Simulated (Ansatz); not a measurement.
# Structure relaxation of BaOs

Computed with Ansatz 0.2.0, DFT r2SCAN, scalar-relativistic, plane waves, PAW. Cutoff 500 eV, Γ-centred k mesh, Gaussian smearing, no spin polarisation in the final step.

BaOs was placed on the CuAu (L1_0) structure type (P4/mmm, No. 123), with Ba in place of Cu, Os in place of Au, at a guessed volume.

```
Ba Os
1.0
     3.43986    0.00000    0.00000
     0.00000    3.43986    0.00000
     0.00000    0.00000    4.50867
Ba Os
1 1
Direct
  0.50000 0.50000 0.50000
  0.00000 0.00000 0.00000
```

Steps on the 16×16×12 mesh (2 atoms). 6 of 7 steps are shown, and the free energy counts from the last. Trial steps that were taken back and renewals of the plane-wave basis can be among the rows.

```csv
step,ΔF (meV/atom),V (Å³/atom),P (GPa)
1,74.1,26.67,-3.49
2,24.6,24.54,0.33
3,2.8,23.64,1.52
4,0.0,24.03,-0.08
5,-0.2,23.97,-0.03
7,0.0,23.91,-0.01
```

A final relaxation ran on a 18×18×12 mesh. The relaxed crystal, P4/mmm (No. 123):

```
Ba Os
1.0
     3.13573    0.00000    0.00000
     0.00000    3.13573    0.00000
     0.00000    0.00000    4.87243
Ba Os
1 1
Direct
  0.50000 0.50000 0.50000
  0.00000 0.00000 0.00000
```

* Volume per atom: 23.95 Å³
* Density: 11.35 g/cm³
* Energy over the elements: 1.45 eV/atom
* Gap on the 18×18×12 mesh: 0 eV (a metal)

The zero of energy is the elements' standard structures at the same level; no fitted shifts are applied.

The final run used a 18×18×12 mesh on its 2-atom cell and 0.10 eV smearing. The k mesh leaves about 4 meV/atom of noise in metals. Spin–orbit coupling is left out.

Symmetry constrained the relaxation, so the result can be a saddle point.

Cost: 3 runs of about 12 core-minutes in all, on AMD EPYC 7R43 (Zen 3) (shared hosts).